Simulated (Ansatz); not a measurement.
**H4LiNSi: single points off equilibrium**

A test off equilibrium: a frame of a short trajectory is computed at several levels, and each is set against CCSD(T).

The runs use Ansatz 0.2.0, Gaussian basis; single points in def2-TZVPP.

Cores are frozen in the correlated methods. The outer core shell of Li, Na, Mg and K is correlated.

## 1. Where the work starts

SMILES `[Li][NH][SiH3]`, 7 atoms, charge 0, spin multiplicity 1.

Atoms are counted from 1 here; the program's logs count them from 0.

Bond lengths: Li1–N2 1.746 Å, N2–Si3 1.690 Å, N2–H4 1.010 Å, Si3–H5 1.475 Å, Si3–H6 1.512 Å, Si3–H7 1.457 Å. Angles: Li1–N2–Si3 155.1°, Li1–N2–H4 101.1°, Si3–N2–H4 102.7°, N2–Si3–H5 118.3°, N2–Si3–H6 103.3°, N2–Si3–H7 109.4°, H5–Si3–H6 110.7°, H5–Si3–H7 104.3°, H6–Si3–H7 110.9°.

Geometry (Å):

```xyz
7

Li   -1.9834   -1.5636    0.6995
N    -0.6062   -0.7087    0.0517
Si    0.4846    0.5763   -0.0639
H    -0.1199   -1.4560   -0.4232
H     0.6181    1.2671   -1.3600
H     0.0084    1.5332    1.0049
H     1.8290    0.0979    0.2290
```

## 2. PBE-D4/def2-TZVPP

File run/in.yaml:

```yaml
crystal:
  periodic: [false, false, false]
  atoms:
    - {symbol: Li, position_ang: [-1.983386, -1.563626, 0.699529]}
    - {symbol: N, position_ang: [-0.606207, -0.708708, 0.051665]}
    - {symbol: Si, position_ang: [0.484629, 0.576258, -0.063938]}
    - {symbol: H, position_ang: [-0.119930, -1.455972, -0.423219]}
    - {symbol: H, position_ang: [0.618075, 1.267086, -1.360030]}
    - {symbol: H, position_ang: [0.008386, 1.533161, 1.004937]}
    - {symbol: H, position_ang: [1.829026, 0.097948, 0.228964]}
basis:
  gaussian: {orbitals: def2-TZVPP}
hamiltonian: {xc: pbe, dispersion: d4}
output: {forces: true}
```

The run is started by

```console
> ansatz run in.yaml --threads 2 --pin off --events-out ev --progress --plain --max-ram 3481MiB
```

## 3. r2SCAN-D4/def2-TZVPP

run/in.yaml, as its differences from that of step 2:

```diff
@@ -12,3 +12,3 @@
   gaussian: {orbitals: def2-TZVPP}
-hamiltonian: {xc: pbe, dispersion: d4}
+hamiltonian: {xc: r2scan, dispersion: d4}
 output: {forces: true}
```

## 4. PBE0-D4/def2-TZVPP

run/in.yaml, as its differences from that of step 3:

```diff
@@ -12,3 +12,3 @@
   gaussian: {orbitals: def2-TZVPP}
-hamiltonian: {xc: r2scan, dispersion: d4}
-output: {forces: true}
+hamiltonian: {xc: pbe0, dispersion: d4}
+output: {forces: true, orbitals: {seedname: orbitals}}
```

## 5. wB97M-V/def2-TZVPP

run/in.yaml, as its differences from that of step 4:

```diff
@@ -12,3 +12,3 @@
   gaussian: {orbitals: def2-TZVPP}
-hamiltonian: {xc: pbe0, dispersion: d4}
-output: {forces: true, orbitals: {seedname: orbitals}}
+hamiltonian: {xc: {name: wB97M-V}}
+output: {forces: true}
```

## 6. CCSD(T)/def2-TZVPP

run/in.yaml, as its differences from that of step 5:

```diff
@@ -12,3 +12,3 @@
   gaussian: {orbitals: def2-TZVPP}
-hamiltonian: {xc: {name: wB97M-V}}
+correlation: {method: ccsd_t}
 output: {forces: true}
```

(Steps that only read results are left out.)

Q: Predict the outcome of this session. Wanted: energy less free atoms, CCSD(T)/def2-TZVPP; RMS force component; RMS force error; HOMO and LUMO, PBE0-D4; T1 diagnostic.

As calculated:

| quantity | value |
| --- | --- |
| energy less free atoms, CCSD(T)/def2-TZVPP | -1949.0 kJ/mol |
| RMS force component | 0.400 to 0.478 eV/Å over the methods |
| RMS force error | PBE-D4 0.143, r2SCAN-D4 0.063, PBE0-D4 0.083, wB97M-V 0.049 eV/Å |
| HOMO and LUMO, PBE0-D4 | -5.50 and -1.19 eV |
| T1 diagnostic | 0.011 |

In words: Against CCSD(T) the functionals' energies less atoms differ by -77.9 to -23.1 kJ/mol, PBE-D4 by -51.0 kJ/mol. CCSD(T) in triple zeta still lacks some correlation energy of the bonds, so part of these gaps is its own basis error and they don't rank the functionals. The forces of wB97M-V come nearest to CCSD(T), those of PBE-D4 are farthest. Frozen-core CCSD(T) forces in triple zeta carry basis errors of their own, and this is one geometry, so small gaps rank nothing.
